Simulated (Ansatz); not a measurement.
Two isomers of C3H4F2: A = `F[C@H]1C[C@@H]1F`, B = `F/C=C\CF`.

Isolated molecules relaxed with PBE0-D4/def2-TZVP in Ansatz; ΔE leaves out vibrations. CCSD(T)/CBS is the MP2 limit (def2-TZVPP, def2-QZVPP) plus CCSD(T) − MP2 in def2-TZVPP, frozen cores. This one scheme is used for every species. Functionals use def2-TZVPP. B3LYP here is the variant with VWN-RPA as its local correlation; programs differ in this. Each species was taken in one conformer, which may not be the lowest.

**Question.** Which isomer does CCSD(T)/CBS put lower? Give the gap. (Estimate.)

**Answer.** Ansatz gave: B, by 43.9 kJ/mol.

**Question.** Give E(B) − E(A) in kJ/mol with CCSD(T)/def2-SVP, B3LYP-D4, CCSD/def2-TZVPP, LDA (SPW92), BLYP-D4, PBE0-D4, ωB97M-V. (Estimate.)

**Answer.** The calculation gave: CCSD(T)/def2-SVP -35.9, B3LYP-D4 -48.5, CCSD/def2-TZVPP -41.1, LDA (SPW92) -18.4, BLYP-D4 -56.8, PBE0-D4 -27.1, ωB97M-V -34.0. None reverses the order clearly.

**Question.** Does the order hold for the free energy at 298.15 K (harmonic terms from PBE0-D4)? (Best estimate.)

**Answer.** Computed: Yes: G(B) − G(A) = -48.8 kJ/mol, for one conformer each.

Largest T1 diagnostic: 0.012.

From PBE to PBE0 (25 % exact exchange), in def2-TZVPP and without D4, E(B) − E(A) moves by +7.3 kJ/mol. At CCSD(T), def2-SVP lies +8.0 kJ/mol from the extrapolated value and def2-TZVPP +1.2 kJ/mol.
